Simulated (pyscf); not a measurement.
PySCF, gas phase, ωB97X-D3(BJ)/def2-SVP geometries.

Task: Estimate by transition-state theory (the high-pressure limit) the rate constant of GeH₂ [singlet] + Cl–Cl -> Cl–GeH₂–Cl (singlet surface; Cl–Cl broken, Cl–Ge, Cl–Ge formed) at 600 K, with ωB97M-D3(BJ)/def2-TZVP energies (ideal gas, 1 atm, RRHO with modes under 100 cm⁻¹ raised to 100, one conformer, R ln 2 for chiral ones without a mode under 150 cm⁻¹; no tunnelling).

Result: The electronic barrier is 3.8 kcal/mol and the thermal terms add +19.4, so ΔG‡ = 23.3 kcal/mol. With k_BT/h = 1.25e+13 s⁻¹ and RT = 1.192 kcal/mol, and a volume of 8.18e-20 cm³ per molecule at 1 atm, k = 3.4e-15 cm³ molecule⁻¹ s⁻¹. The product is born with the 116 kcal/mol of the reverse barrier and needs collisions to keep. Wigner's tunnelling factor for 254i cm⁻¹ would be 1.02. A shift of 1 kcal/mol in the barrier changes k by a factor 2.3. On the reactant side the descent ends in an adduct with a Cl–Ge contact, 8.9 kcal/mol under the separated species and 10.0 kcal/mol under the saddle at ωB97X-D3(BJ)/def2-TZVP. What is counted as formed (Cl–Ge) is already present as a longer contact in the reactant adduct; forming that adduct is a step of its own. At ωB97X-D3(BJ)/def2-TZVP the barrier from the zero used here is 1.1 kcal/mol. One saddle was located; it need not be the lowest between these sides. A restricted solution here is unstable towards spin polarisation, so biradical character is likely and single-reference numbers are less safe. Elements up to Kr have no core potential and no relativistic terms here.
